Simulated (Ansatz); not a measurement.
Basis sets compared for H2Al(BH4) (AlBH6). The state is a singlet with charge 0. Geometry PBE0-D4/def2-TZVP. Ansatz on 4 threads of AMD EPYC 9R45 on a shared host; times are rough, and most runs start from earlier orbitals.

```xyz
8

Al    0.767    0.716   -0.440
H    -0.762    0.633    0.417
B    -0.692   -0.646    0.397
H     0.400   -0.980   -0.182
H     1.923    1.194    0.516
H     0.555    1.122   -1.946
H    -1.587   -1.034   -0.294
H    -0.606   -1.005    1.533
```

Binding counts from free atoms (Al doublet, H doublet, B doublet) in the same basis, without a counterpoise term.

```tsv
level	functions	energy (Eh)	HOMO (eV)	LUMO (eV)	binding per atom (eV)	wall time
PBE-D4/def2-SVP	62	-270.5633	-7.48	-2.09	2.89	0.15 s
PBE-D4/def2-TZVP	104	-270.6832	-7.52	-2.11	2.88	0.25 s
r2SCAN-D4/def2-TZVP (with forces)	104	-270.8304	-7.85	-1.73	2.94	0.5 s
PBE0-D4/def2-SVP	62	-270.6066	-8.81	-1.29	2.89	0.2 s
PBE0-D4/def2-TZVP	104	-270.7225	-8.82	-1.31	2.89	0.3 s
```

Question: Estimate the rows for PBE-D4/def2-TZVPD, r2SCAN-D4/def2-TZVPD, PBE0-D4/def2-TZVPD.

Answer: 
```json
{"level": "PBE-D4/def2-TZVPD", "functions": "134", "energy (Eh)": "-270.6835", "HOMO (eV)": "-7.53", "LUMO (eV)": "-2.12", "binding per atom (eV)": "2.88", "wall time": "0.35 s"}
{"level": "r2SCAN-D4/def2-TZVPD", "functions": "134", "energy (Eh)": "-270.8307", "HOMO (eV)": "-7.84", "LUMO (eV)": "-1.73", "binding per atom (eV)": "2.94", "wall time": "0.55 s"}
{"level": "PBE0-D4/def2-TZVPD", "functions": "134", "energy (Eh)": "-270.7227", "HOMO (eV)": "-8.82", "LUMO (eV)": "-1.31", "binding per atom (eV)": "2.89", "wall time": "0.35 s"}
```
